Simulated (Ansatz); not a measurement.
`[CH3][MgH]` + H–F → `[F][MgH]` + CH₄ at 500 K and 1 bar (ligand exchange at a Mg–C bond).

Gas-phase electronic energies from Ansatz, PBE0-D4/def2-TZVP geometries. CCSD(T)/CBS adds triple-zeta CCSD(T) − MP2 to the extrapolated MP2 energy (def2 sets, frozen cores). This one scheme is used for every species. For Mg outer-core shells are correlated without core-valence functions, which leaves a few kJ/mol of doubt a bond.

| species | CCSD(T)/CBS energy (Eh) | H − E (kJ/mol) | S (J/(mol·K)) |
| --- | --- | --- | --- |
| `[CH3][MgH]` | -240.32644 | 130.8 | 287.6 |
| H–F | -100.39570 | 39.4 | 188.7 |
| `[F][MgH]` | -300.33731 | 39.1 | 253.4 |
| CH₄ | -40.46206 | 135.6 | 206.8 |

H − E and S are ideal-gas, rigid-rotor, harmonic terms from PBE0-D4/def2-TZVP. 1 Eh = 2625.50 kJ/mol, R = 8.31446 J/(mol·K).

Q: By hand: ΔE, ΔH, ΔS and ΔG.

A: ΔE = (-300.33731) + (-40.46206) − (-240.32644) − (-100.39570) = -0.07723 Eh = -202.8 kJ/mol. Δ(H − E) = 39.1 + 135.6 − 130.8 − 39.4 = 4.5, so ΔH = -198.3 kJ/mol. ΔS = 253.4 + 206.8 − 287.6 − 188.7 = -16.1 J/(mol·K). ΔG = -198.3 − 500 × (-16.1)/1000 = -190.2 kJ/mol.

Q: By hand: the equilibrium constant, and the temperature at which ΔG would vanish if ΔH and ΔS stayed fixed.

A: log₁₀ K = −ΔG/(RT ln 10) = 19.9. ΔG = 0 at ΔH/ΔS = 12317 K, far beyond where these terms or the molecules hold.

ΔH outweighs TΔS. A doubt of 5 kJ/mol in ΔE shifts log₁₀ K by 0.5 here. These are equilibria of isolated gas molecules and say nothing of rates. Largest T1 diagnostic: 0.011 (customary marks: 0.02 for closed shells, 0.045 for open ones).
